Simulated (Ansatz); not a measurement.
```yaml
crystal:
  periodic: [false, false, false]
  atoms:
    - {symbol: V, position_ang: [-0.914054, 0.005874, 0.004184]}
    - {symbol: Si, position_ang: [1.431781, -0.009201, -0.006554]}
    - {symbol: H, position_ang: [2.091690, -1.361074, -0.005563]}
    - {symbol: H, position_ang: [2.110017, 0.663763, 1.155408]}
    - {symbol: H, position_ang: [2.099288, 0.656817, -1.178688]}
basis:
  gaussian: {orbitals: def2-TZVP}
hamiltonian: {xc: pbe0}
relax: {f_tol: 0.004, max_steps: 80}
```

```sh
$ ansatz run in.yaml --threads 1 --pin off --events-out ev --progress --plain --max-ram 2176MiB
```

Steps of the relaxation (energy above the last step; positions in Å, forces in eV/Å):

```
5
step 1, 163.5 meV
V    -0.914    0.006    0.004   -1.246    0.056    0.082
Si    1.432   -0.009   -0.007    1.639   -0.113   -0.103
H     2.092   -1.361   -0.006   -0.095   -0.053   -0.006
H     2.110    0.664    1.155   -0.220    0.067    0.092
H     2.099    0.657   -1.179   -0.079    0.043   -0.066
```

```
5
step 2, 34.5 meV
V    -0.959    0.030    0.044   -0.537    0.021   -0.011
Si    1.496   -0.025   -0.029    0.893   -0.089    0.041
H     2.115   -1.398   -0.019   -0.132    0.150    0.030
H     2.045    0.685    1.187   -0.085   -0.078   -0.158
H     2.122    0.664   -1.213   -0.139   -0.005    0.098
```

```
5
step 3, 12.1 meV
V    -0.991    0.073    0.036    0.022   -0.056   -0.025
Si    1.549   -0.066   -0.033   -0.122    0.238    0.116
H     2.159   -1.424    0.000    0.012    0.004   -0.039
H     2.025    0.683    1.180    0.049   -0.085   -0.067
H     2.077    0.690   -1.213    0.038   -0.100    0.016
```

```
5
step 7, 0.0 meV
V    -1.008    0.014    0.006    0.000    0.000    0.000
Si    1.540   -0.016   -0.007    0.000    0.000    0.000
H     2.092   -1.402   -0.007    0.000    0.000    0.000
H     2.104    0.683    1.188    0.000    0.000   -0.001
H     2.091    0.677   -1.212    0.000    0.000    0.001
```

Close pairs at the end: Si2–H3 1.492 Å, Si2–H5 1.495 Å, Si2–H4 1.495 Å, V1–Si2 2.548 Å.

A stationary point of restricted PBE0 after 7 steps (its stability towards spin polarisation wasn't tested); no frequencies were run, so it isn't proven a minimum. 4.1 min on 1 thread of Arm Neoverse V1, shared host.
